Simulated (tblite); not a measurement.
# GFN1-xTB (ALPB hexane) run of B3H9 ((H2B-mu-H)3)

What is the vertical ionisation energy of B3H9 ((H2B-mu-H)3) at GFN1-xTB (ALPB hexane)? Input form: a Python script.

Program for the calculation: tblite 0.8.0.

4 further runs of the same task are left out: 1 for a known fault of the program, 3 set aside as unsound or not needed.

## 1. The system as given

The species is B3H9 (12 atoms), meant as a singlet with charge 0. The coordinates come from a GFN2-xTB relaxation.

Bond lengths: B1–H2 1.174 Å, B1–H3 1.175 Å, B1–H4 1.288 Å, H4–B5 1.287 Å, B5–H6 1.175 Å, B5–H7 1.175 Å, B5–H8 1.289 Å, H8–B9 1.289 Å, B9–H10 1.175 Å, B9–H11 1.175 Å, B1–H12 1.288 Å, B9–H12 1.289 Å. Some angles: B1–H4–B5 131.7°, B5–H8–B9 131.6°, B1–H12–B9 131.7°, H2–B1–H3 118.7°, H2–B1–H4 107.4°, H2–B1–H12 107.4°, H3–B1–H4 107.3°, H3–B1–H12 107.3°, H4–B1–H12 108.3°, H4–B5–H6 107.4°.

## 2. Energy and gradient at GFN1-xTB (ALPB hexane)

job.py reads:

```python
import json
import numpy as np
from tblite.interface import Calculator

symbols = ["B", "H", "H", "H", "B", "H", "H", "H", "B", "H", "H", "H"]
numbers = np.array([5, 1, 1, 1, 5, 1, 1, 1, 5, 1, 1, 1])
positions = np.array([  # bohr
    [0.115406, 1.731745, -1.888063],
    [1.821205, 3.146092, -2.012407],
    [-1.482150, 1.850779, -3.425129],
    [-0.941103, 2.054605, 0.281456],
    [-1.161615, 0.587100, 2.209449],
    [-3.327468, 0.194831, 2.500675],
    [-0.012472, 1.503447, 3.873636],
    [-0.102348, -1.541109, 1.679097],
    [1.045208, -2.319771, -0.322614],
    [3.162816, -2.691953, 0.229583],
    [-0.147266, -3.993917, -1.160689],
    [1.029787, -0.521829, -1.964975],
])

calculator = Calculator("GFN1-xTB", numbers, positions, charge=0, uhf=0)
calculator.add("alpb-solvation", "hexane")
res = calculator.singlepoint()

print(f"total energy: {res.get('energy'):.8f} Eh")
eps = np.atleast_2d(res.get("orbital-energies")) * 27.211386
occ = np.atleast_2d(res.get("orbital-occupations"))
filled = occ.sum(axis=0) if eps.shape[0] == 1 else occ[0]
homo = np.nonzero(filled > 0.5)[0].max()
print("  MO   occupation   energy/eV")
for i in range(max(0, homo - 4), min(eps.shape[1], homo + 5)):
    print(f"{i + 1:4d} {filled[i]:10.4f} {eps[0, i]:12.4f}")
mu = res.get("dipole") * 2.541746
print(f"|mu|: {np.linalg.norm(mu):.4f} D, components " + " ".join(f"{c:.4f}" for c in mu))
q = res.get("charges")
g = res.get("gradient")
print("atom     charge      dE/dx        dE/dy        dE/dz   (Eh/bohr)")
for i, s in enumerate(symbols):
    print(f"{s:<2}{i + 1:<3} {q[i]:9.4f} {g[i, 0]:12.7f} {g[i, 1]:12.7f} {g[i, 2]:12.7f}")
print(f"gradient norm {np.linalg.norm(g):.6f} Eh/bohr")
out = {k: np.asarray(res.get(k)).tolist() for k in ("energy", "gradient", "charges", "dipole", "orbital-energies", "orbital-occupations")}
out.update(symbols=symbols, positions=(positions * 0.529177210903).tolist())
json.dump(out, open("results.json", "w"))
```

The run is started by

```
$ python job.py
```

The program printed:

```text
------------------------------------------------------------
  cycle        total energy    energy error   density error
------------------------------------------------------------
      1     -8.887811604092  -8.9925706E+00   5.1060214E-01
      2     -8.891434978042  -3.6233739E-03   3.0614270E-01
      3     -8.891699494788  -2.6451675E-04   2.0421941E-02
      4     -8.891994217991  -2.9472320E-04   4.7358663E-03
      5     -8.892010245964  -1.6027973E-05   2.5904869E-04
      6     -8.892010276841  -3.0877217E-08   6.3532240E-06
------------------------------------------------------------

 total:                                   0.009 sec
total energy: -8.89201028 Eh
  MO   occupation   energy/eV
   5     2.0000     -12.9557
   6     2.0000     -12.9542
   7     2.0000     -12.8705
   8     2.0000     -12.5246
   9     2.0000     -12.5234
  10     0.0000      -5.7094
  11     0.0000      -5.1435
  12     0.0000      -5.1409
  13     0.0000      -2.4148
|mu|: 0.0123 D, components -0.0088 -0.0063 -0.0059
atom     charge      dE/dx        dE/dy        dE/dz   (Eh/bohr)
B 1      0.1445   -0.0000298   -0.0023433    0.0025510
H 2     -0.0740   -0.0039360   -0.0006542   -0.0026455
H 3     -0.0739    0.0039471    0.0024590    0.0006347
H 4      0.0033    0.0009127   -0.0019442   -0.0001114
B 5      0.1445    0.0014569   -0.0006794   -0.0031967
H 6     -0.0738    0.0032286    0.0018594    0.0028880
H 7     -0.0741   -0.0044789   -0.0011396   -0.0004171
H 8      0.0032    0.0000697    0.0012591   -0.0014442
B 9      0.1447   -0.0013719    0.0030202    0.0003576
H 10    -0.0739   -0.0033462   -0.0027563   -0.0018584
H 11    -0.0739    0.0044971    0.0003042    0.0015121
H 12     0.0033   -0.0009493    0.0006152    0.0017298
gradient norm 0.013493 Eh/bohr
```

It took 0.24 s on 1 thread of Intel Xeon Platinum 8259CL at 2.50GHz (Skylake/Cascade Lake), shared host.

## 3. The doublet cation at the same level

script.py reads:

```python
import json
import numpy as np
from tblite.interface import Calculator

symbols = ["B", "H", "H", "H", "B", "H", "H", "H", "B", "H", "H", "H"]
numbers = np.array([5, 1, 1, 1, 5, 1, 1, 1, 5, 1, 1, 1])
positions = np.array([  # bohr
    [0.115406, 1.731745, -1.888063],
    [1.821205, 3.146092, -2.012407],
    [-1.482150, 1.850779, -3.425129],
    [-0.941103, 2.054605, 0.281456],
    [-1.161615, 0.587100, 2.209449],
    [-3.327468, 0.194831, 2.500675],
    [-0.012472, 1.503447, 3.873636],
    [-0.102348, -1.541109, 1.679097],
    [1.045208, -2.319771, -0.322614],
    [3.162816, -2.691953, 0.229583],
    [-0.147266, -3.993917, -1.160689],
    [1.029787, -0.521829, -1.964975],
])

tb = Calculator("GFN1-xTB", numbers, positions, charge=1, uhf=1)
tb.add("alpb-solvation", "hexane")
res = tb.singlepoint()

print(f"Energy: {res.get('energy'):.8f} Eh")
eps = np.atleast_2d(res.get("orbital-energies")) * 27.211386
occ = np.atleast_2d(res.get("orbital-occupations"))
filled = occ.sum(axis=0) if eps.shape[0] == 1 else occ[0]
homo = np.nonzero(filled > 0.5)[0].max()
print(f"HOMO {eps[0, homo]:.4f} eV")
if homo + 1 < eps.shape[1]:
    print(f"LUMO {eps[0, homo + 1]:.4f} eV, gap {eps[0, homo + 1] - eps[0, homo]:.4f} eV")
mu = res.get("dipole") * 2.541746
print(f"Dipole moment: {np.linalg.norm(mu):.4f} D, components " + " ".join(f"{c:.4f}" for c in mu))
q = res.get("charges")
g = res.get("gradient")
print("atom     charge      dE/dx        dE/dy        dE/dz   (Eh/bohr)")
for i, s in enumerate(symbols):
    print(f"{s:<2}{i + 1:<3} {q[i]:9.4f} {g[i, 0]:12.7f} {g[i, 1]:12.7f} {g[i, 2]:12.7f}")
print(f"gradient norm {np.linalg.norm(g):.6f} Eh/bohr")
out = {k: np.asarray(res.get(k)).tolist() for k in ("energy", "gradient", "charges", "dipole", "orbital-energies", "orbital-occupations")}
out.update(symbols=symbols, positions=(positions * 0.529177210903).tolist())
json.dump(out, open("results.json", "w"))
```

The run is started by

```
$ python script.py
```

The program printed:

```text
------------------------------------------------------------
  cycle        total energy    energy error   density error
------------------------------------------------------------
      1     -8.366226122682  -8.4709851E+00   4.7031526E-01
      2     -8.368042722960  -1.8166003E-03   2.8276414E-01
      3     -8.364070656476   3.9720665E-03   3.4278274E-02
      4     -8.353621616993   1.0449039E-02   5.7681580E-02
      5     -8.359291872606  -5.6702556E-03   4.3279470E-02
      6     -8.367168143479  -7.8762709E-03   1.6611379E-02
      7     -8.368431714305  -1.2635708E-03   1.2583109E-03
      8     -8.368438540371  -6.8260661E-06   3.5935738E-04
      9     -8.368438338883   2.0148801E-07   2.9897057E-04
     10     -8.368438787852  -4.4896898E-07   4.4650886E-06
------------------------------------------------------------

 total:                                   0.010 sec
Energy: -8.36843879 Eh
HOMO -16.0455 eV
LUMO -9.4076 eV, gap 6.6379 eV
Dipole moment: 0.0071 D, components -0.0068 -0.0017 -0.0010
atom     charge      dE/dx        dE/dy        dE/dz   (Eh/bohr)
B 1      0.2274    0.0004599    0.0051700   -0.0056021
H 2      0.0480   -0.0032607   -0.0038604    0.0015825
H 3      0.0486    0.0027771   -0.0014491    0.0041075
H 4      0.0092    0.0008720   -0.0019244   -0.0001302
B 5      0.2274   -0.0034774    0.0019371    0.0064574
H 6      0.0484    0.0046511    0.0002904   -0.0020724
H 7      0.0483   -0.0012157   -0.0020306   -0.0045681
H 8      0.0093    0.0000959    0.0012315   -0.0014174
B 9      0.2275    0.0031719   -0.0069889   -0.0010293
H 10     0.0482   -0.0045820    0.0023315   -0.0007964
H 11     0.0482    0.0014361    0.0046894    0.0017665
H 12     0.0093   -0.0009281    0.0006035    0.0017021
gradient norm 0.018693 Eh/bohr
```

Run time: 0.28 s. Hardware: 1 thread of Intel Xeon Platinum 8259CL at 2.50GHz (Skylake/Cascade Lake), shared host.

## 4. Summary of results

Level: GFN1-xTB (ALPB hexane).

```
                                             quantity        value
                           singlet B3H9: total energy  -8.89201 Eh
                          singlet B3H9: dipole moment       0.01 D
                            singlet B3H9: HOMO energy    -12.52 eV
                            singlet B3H9: LUMO energy     -5.71 eV
                          singlet B3H9: HOMO–LUMO gap      6.81 eV
               singlet B3H9: largest force on an atom   0.246 eV/Å
                         doublet cation: total energy  -8.36844 Eh
doublet cation: HOMO energy (as the program lists it)    -16.05 eV
doublet cation: LUMO energy (as the program lists it)     -9.41 eV
             doublet cation: largest force on an atom   0.398 eV/Å
   vertical ionisation energy (to the doublet cation)    14.247 eV
```

In words: The vertical ionisation energy comes to 14.25 eV (1375 kJ/mol). The continuum is in equilibrium with both charges, so this lies below a true vertical value in solution, where the slow polarisation stays frozen. No empirical shift is applied, and without it xTB methods put this difference several eV too high. Mulliken charges (doublet cation) run from +0.01 on H4 to +0.23 on B9.
